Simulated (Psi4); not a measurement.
# One shape, several levels: singlet [HO2]+

Aim: a comparison of 5 runs (HF/STO-3G, B3LYP/6-31G*, DSD-PBEP86/def2-TZVPPD, HSE06/def2-TZVPPD, TPSSh/def2-TZVPPD) of singlet [HO2]+. 

The results are computed with Psi4 1.11.

### 1 The system as given

[HO2]+: 3 atoms, total charge +1, spin state singlet. As SMILES of the parent species, `[O]O`. Geometry: relaxed at PBE0-D4/def2-TZVP. That shape belongs to the parent species and isn't relaxed for this state.

Bond lengths: O1–O2 1.309 Å, O2–H3 0.975 Å. Angles: O1–O2–H3 105.8°.

### 2 Energy and forces at HF/STO-3G (run 1)

File ho2.dat:

```
memory 2.2 GB

molecule system {
  1 1
  O     -0.355150     0.941950    -0.088650
  O     -0.244540    -0.359400    -0.172440
  H      0.599690    -0.582550     0.261090
  symmetry c1
}

set basis STO-3G
set puream true
set e_convergence 1e-09
set d_convergence 1e-08
set scf_type pk

result, w = gradient("scf", return_wfn=True)
oeprop(w, "MAYER_INDICES", "LOWDIN_CHARGES", "MULLIKEN_CHARGES")
```

Started as:

```
$ psi4 -i ho2.dat -o ho2.out -n 1
```

ho2.out:

```text
[...]
  Running in c1 symmetry.
[...]
  Nuclear repulsion =   32.530556905833272
[...]
  Multiplicity = 1
[...]
  Nalpha       = 8
  Nbeta        = 8
[...]
    Number of basis functions: 11
[...]
   @RHF iter   1:  -147.73559165618533   -8.55554e-01   3.03868e-02 ADIIS/DIIS
[...]
   @RHF iter  12:  -147.80924507115748   -5.68434e-14   9.41773e-10 DIIS
[...]
    Orbital Energies [Eh]
    ---------------------
    Doubly Occupied:
       1A    -21.062208     2A    -21.000636     3A     -1.992720
       4A     -1.553514     5A     -1.150269     6A     -1.047444
       7A     -0.967059     8A     -0.896158
[...]
  @RHF Final Energy:  -147.80924507115748
   => Energetics <=
    Nuclear Repulsion Energy =             32.5305569058332722
    One-Electron Energy =                -261.3395871174907370
    Two-Electron Energy =                  80.9997851404999949
    Total Energy =                       -147.8092450711574770
[...]
 Multipole Moments:
 ------------------------------------------------------------------------------------
     Multipole            Electronic (a.u.)      Nuclear  (a.u.)        Total (a.u.)
 ------------------------------------------------------------------------------------
 L = 1.  Multiply by 2.5417464519 to convert [e a0] to [Debye]
 Dipole X            :         -0.0029636            0.8880226            0.8850590
 Dipole Y            :          0.5277104           -0.7976444           -0.2699340
 Dipole Z            :          0.0000000           -0.0000000            0.0000000
 Magnitude           :                                                    0.9253074
[...]
  -Total Gradient:
     Atom            X                  Y                   Z
    ------   -----------------  -----------------  -----------------
       1        0.001672102222     0.095435973647    -0.000000000000
       2        0.069062700269    -0.120213178529     0.000000000000
       3       -0.070734802491     0.024777204882    -0.000000000000
[...]
  Mulliken Charges: (a.u.)
   Center  Symbol    Alpha    Beta     Spin     Total
       1     O     3.77638  3.77638  0.00000  0.44725
       2     O     3.94128  3.94128  0.00000  0.11743
       3     H     0.28234  0.28234  0.00000  0.43532
   Total alpha =  8.00000, Total beta =  8.00000, Total charge =  1.00000
  Lowdin Charges: (a.u.)
   Center  Symbol    Alpha    Beta     Spin     Total
       1     O     3.77808  3.77808  0.00000  0.44384
       2     O     3.88749  3.88749  0.00000  0.22503
       3     H     0.33443  0.33443  0.00000  0.33113
[...]
```

Run time: 6.6 s. Hardware: 1 thread of Intel Xeon at 2.50GHz (Skylake/Cascade Lake), shared host; peak memory 0.18 GiB.

### 3 Energy and gradient at B3LYP/6-31G(d) (spherical functions) (run 2)

File run.py:

```python
import psi4

psi4.set_memory('2200 MB')
psi4.set_num_threads(1)
psi4.set_output_file('psi4.out', False)

mol = psi4.geometry("""
1 1
O     -0.355150     0.941950    -0.088650
O     -0.244540    -0.359400    -0.172440
H      0.599690    -0.582550     0.261090
symmetry c1
""")

psi4.set_options({
    'basis': '6-31G*',
    'puream': True,
    'e_convergence': 1e-09,
    'd_convergence': 1e-08,
    'scf_type': 'pk',
    'dft_radial_points': 99,
    'dft_spherical_points': 590,
})

energy_value = psi4.gradient("b3lyp")
print('gradient / Eh bohr^-1')
print(energy_value.np.round(6))
```

Started as:

```
$ python run.py
```

psi4.out:

```text
[...]
  Running in c1 symmetry.
[...]
  Nuclear repulsion =   32.530556905833272
[...]
  Multiplicity = 1
[...]
  Nalpha       = 8
  Nbeta        = 8
[...]
    Number of basis functions: 30
[...]
   @RKS iter   1:  -150.42795133206599    9.76702e-02   7.00350e-03 DIIS/ADIIS
[...]
   @RKS iter  10:  -150.44662738162464   -9.37916e-13   1.96735e-09 DIIS
[...]
    Orbital Energies [Eh]
    ---------------------
    Doubly Occupied:
       1A    -19.749396     2A    -19.731182     3A     -1.646145
       4A     -1.285184     5A     -0.985471     6A     -0.903022
       7A     -0.885597     8A     -0.716228
[...]
  @RKS Final Energy:  -150.44662738162464
   => Energetics <=
    Nuclear Repulsion Energy =             32.5305569058332722
    One-Electron Energy =                -264.2963176572818611
    Two-Electron Energy =                  95.0308465210469393
    DFT Exchange-Correlation Energy =     -13.7117131512229982
    Empirical Dispersion Energy =           0.0000000000000000
    VV10 Nonlocal Energy =                  0.0000000000000000
    Total Energy =                       -150.4466273816246655
[...]
 Multipole Moments:
 ------------------------------------------------------------------------------------
     Multipole            Electronic (a.u.)      Nuclear  (a.u.)        Total (a.u.)
 ------------------------------------------------------------------------------------
 L = 1.  Multiply by 2.5417464519 to convert [e a0] to [Debye]
 Dipole X            :         -0.0241831            0.8880226            0.8638394
 Dipole Y            :          0.2514058           -0.7976444           -0.5462386
 Dipole Z            :         -0.0000000           -0.0000000           -0.0000000
 Magnitude           :                                                    1.0220544
[...]
  -Total Gradient:
     Atom            X                  Y                   Z
    ------   -----------------  -----------------  -----------------
       1       -0.002720156897     0.100768957626    -0.000000000000
       2        0.040026714264    -0.111917216852    -0.000000000000
       3       -0.037307242150     0.011148162543     0.000000000000
[...]
```

The script printed:

```text
gradient / Eh bohr^-1
[[-0.00272   0.100769 -0.      ]
 [ 0.040027 -0.111917 -0.      ]
 [-0.037307  0.011148  0.      ]]
```

Wall time 14 s (1 thread of Intel Xeon at 2.50GHz (Skylake/Cascade Lake), shared host); peak memory 0.35 GiB.

Runs 3 to 4 aren't shown in full; the table further down has their settings and results.

### 4 Energy and gradient at TPSSh/def2-TZVPPD (run 5)

File calc.in:

```
memory 2200 MB

molecule m {
  1 1
  O     -0.355150     0.941950    -0.088650
  O     -0.244540    -0.359400    -0.172440
  H      0.599690    -0.582550     0.261090
  units angstrom
  symmetry c1
  no_reorient
  no_com
}

set globals {
  puream               true
  e_convergence        1e-09
  d_convergence        1e-08
  scf_type             pk
  dft_radial_points    99
  dft_spherical_points 590
}

E, wfn = gradient('tpssh/def2-TZVPPD', return_wfn=True)
oeprop(wfn, 'WIBERG_LOWDIN_INDICES', 'LOWDIN_CHARGES', 'MAYER_INDICES', title='TPSSH')
```

Started as:

```
$ psi4 calc.in calc.out -n 1
```

calc.out:

```text
[...]
  Running in c1 symmetry.
[...]
  Nuclear repulsion =   32.530556905833272
[...]
  Multiplicity = 1
[...]
  Nalpha       = 8
  Nbeta        = 8
[...]
    Number of basis functions: 97
[...]
   @RKS iter   1:  -150.51261935256889    8.36847e-02   2.20048e-03 ADIIS/DIIS
[...]
   @RKS iter   9:  -150.52851223984206   -6.36646e-12   9.80756e-09 DIIS
[...]
    Orbital Energies [Eh]
    ---------------------
    Doubly Occupied:
       1A    -19.647011     2A    -19.621802     3A     -1.606489
       4A     -1.255435     5A     -0.954500     6A     -0.872882
       7A     -0.859897     8A     -0.684914
[...]
  @RKS Final Energy:  -150.52851223984206
   => Energetics <=
    Nuclear Repulsion Energy =             32.5305569058332722
    One-Electron Energy =                -264.5893310089594479
    Two-Electron Energy =                  96.8985495059866366
    DFT Exchange-Correlation Energy =     -15.3682876427025192
    Empirical Dispersion Energy =           0.0000000000000000
    VV10 Nonlocal Energy =                  0.0000000000000000
    Total Energy =                       -150.5285122398420583
[...]
 Multipole Moments:
 ------------------------------------------------------------------------------------
     Multipole            Electronic (a.u.)      Nuclear  (a.u.)        Total (a.u.)
 ------------------------------------------------------------------------------------
 L = 1.  Multiply by 2.5417464519 to convert [e a0] to [Debye]
 Dipole X            :          8.1538650           -7.9327490            0.2211159
 Dipole Y            :         -7.7604039            7.7060197           -0.0543842
 Dipole Z            :          3.5677168           -3.4537202            0.1139966
 Magnitude           :                                                    0.2546471
[...]
  -Total Gradient:
     Atom            X                  Y                   Z
    ------   -----------------  -----------------  -----------------
       1       -0.007295662391     0.100036248238     0.007096140663
       2        0.036201934453    -0.109538404668     0.007542109895
       3       -0.028906738313     0.009502278369    -0.014638490132
[...]
```

Wall time 63 s (1 thread of Intel Xeon at 2.50GHz (Skylake/Cascade Lake), shared host); peak memory 0.94 GiB.

### 5 Overview of the runs

```csv
run,level,properties,integration grid,energy (Eh),HOMO energy (eV),LUMO energy (eV),HOMO–LUMO gap (eV),wall time
1,HF/STO-3G,"(mayer, lowdin, mulliken)",–,-147.809245,-24.39,-9.13,15.26,6.6 s
2,B3LYP/6-31G* (spherical functions),–,99 radial × 590 angular,-150.446627,-19.49,-16.42,3.07,14 s
3,DSD-PBEP86/def2-TZVPPD (density fitting for correlation),–,99 radial × 590 angular,-150.316389,-23.65,-12.74,10.91,18 s
4,HSE06/def2-TZVPPD,–,99 radial × 590 angular,-150.376905,-19.35,-16.43,2.92,85 s
5,TPSSh/def2-TZVPPD,"(wiberg, lowdin, mayer)",99 radial × 590 angular,-150.528512,-18.64,-16.71,1.93,63 s
```

### 6 Results

```
                       quantity          value
            run 5: total energy  -150.52851 Eh
             run 5: HOMO energy      -18.64 eV
             run 5: LUMO energy      -16.71 eV
           run 5: HOMO–LUMO gap        1.93 eV
run 5: largest force on an atom     5.945 eV/Å
```

What this shows: The HOMO–LUMO gap runs from 1.93 eV (TPSSh/def2-TZVPPD) to 15.26 eV (HF/STO-3G). The two ends differ in method and basis. Totals of different functionals can't be ranked against each other. In run 1 the basis is minimal, so the values are rough. All runs together took 3.1 min, the longest 85 s.
